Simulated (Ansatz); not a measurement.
Total energies of `C#C/C=C/F`.

```xyz
8

C    -0.797   -1.713   -1.014
C    -0.162   -0.866   -0.441
C     0.614    0.105    0.230
C     0.109    1.273    0.610
F     0.855    2.175    1.241
H    -1.363   -2.458   -1.520
H     1.656   -0.113    0.440
H    -0.913    1.598    0.455
```

Total charge 0; spin multiplicity 1. The geometry is a stationary point of PBE0-D4/def2-TZVP. Basis def2-TZVPP, the Gaussian-basis code of Ansatz.

RPA on PBE orbitals: Hartree–Fock energy of these orbitals -252.61184 Eh, correlation -1.34620 Eh (frozen core).

```json
{"functional": "r2SCAN", "energy without D4 (Eh)": "-253.93852", "D4 term (kJ/mol)": "-3.1"}
{"functional": "HSE06 (plane-wave form)", "energy without D4 (Eh)": "-253.77426", "D4 term (kJ/mol)": "-9.6"}
```

Question: Give the same for LDA (SPW92), PBE, revPBE, BLYP, B97M-V, PBE0, B3LYP, r2SCANh, r2SCAN0, BHLYP, CAM-B3LYP, LC-ωPBE, ωB97X-V, ωB97M-V, B2PLYP, PBE-QIDH. (Estimate.)

Answer: The calculation gave: 
| functional | energy without D4 (Eh) | D4 term (kJ/mol) |
| --- | --- | --- |
| LDA (SPW92) | -252.00979 | – |
| PBE | -253.77996 | -12.4 |
| revPBE | -254.00204 | -43.2 |
| BLYP | -254.01524 | -28.1 |
| B97M-V | -254.04393 | – |
| PBE0 | -253.78682 | -10.4 |
| B3LYP | -254.08175 | -20.0 |
| r2SCANh | -253.92397 | -3.2 |
| r2SCAN0 | -253.90329 | -3.6 |
| BHLYP | -253.94142 | -14.0 |
| CAM-B3LYP | -253.96519 | -10.4 |
| LC-ωPBE | -253.89598 | – |
| ωB97X-V | -253.98962 | – |
| ωB97M-V | -253.98830 | – |
| B2PLYP | -253.88768 | – |
| PBE-QIDH | -253.74472 | – |

B3LYP takes the VWN-RPA correlation (the form of Gaussian; ORCA's B3LYP/G). HSE06 is the plane-wave form, built on full-range PBE exchange. The double hybrids freeze the cores in their second-order part.

LC-ωPBE has ω = 0.4 bohr⁻¹.
